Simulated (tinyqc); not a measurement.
Inside a calculation. Method: MP2 on RHF in the sto-6g basis, frozen core, for H3O+, spin multiplicity 1. One step of it, computed by the program tinyqc.

Task: Orthogonalisation. S = U s U^T; canonical form X = U s^(-1/2), so that X^T S X = 1. Each column of U has its largest component positive (the first on a tie).

overlap S, lower triangle:
```
           1O 1s     1O 2s     1O 2px     1O 2py     1O 2pz     2H 1s     3H 1s     4H 1s
1O 1s   1.000000
1O 2s   0.231145  1.000000
1O 2px  0.000000  0.000000   1.000000
1O 2py  0.000000  0.000000   0.000000   1.000000
1O 2pz  0.000000  0.000000   0.000000   0.000000   1.000000
2H 1s   0.046236  0.426596   0.351130   0.000000  -0.096657  1.000000
3H 1s   0.046224  0.426529  -0.175703   0.303966  -0.096637  0.182601  1.000000
4H 1s   0.046224  0.426529  -0.175703  -0.303966  -0.096637  0.182601  0.182787  1.000000
```

Give: eigenvalues of S; X.

Result:

eigenvalues of S: 0.3760  0.4690  0.4691  0.9436  1.0424  1.3481  1.3485  2.0033

X:
```
              1        2        3        4        5        6        7        8
1O 1s   -0.3423  -0.0001   0.0000   0.7437   0.6148   0.0000   0.0001   0.1414
1O 2s    1.2536   0.0001   0.0000  -0.1035   0.1760   0.0000   0.0002   0.4279
1O 2px   0.0000  -0.9191   0.0000  -0.0001  -0.0001   0.0000   0.6691  -0.0001
1O 2py   0.0000   0.0000   0.9188   0.0000   0.0000   0.6693   0.0000   0.0000
1O 2pz  -0.2553   0.0000   0.0000  -0.6674   0.7191   0.0000   0.0000  -0.0896
2H 1s   -0.5497   0.9263   0.0000  -0.1298  -0.1053   0.0000   0.4426   0.3099
3H 1s   -0.5493  -0.4633  -0.8023  -0.1297  -0.1052   0.3833  -0.2213   0.3099
4H 1s   -0.5493  -0.4633   0.8023  -0.1297  -0.1052  -0.3833  -0.2213   0.3099
```
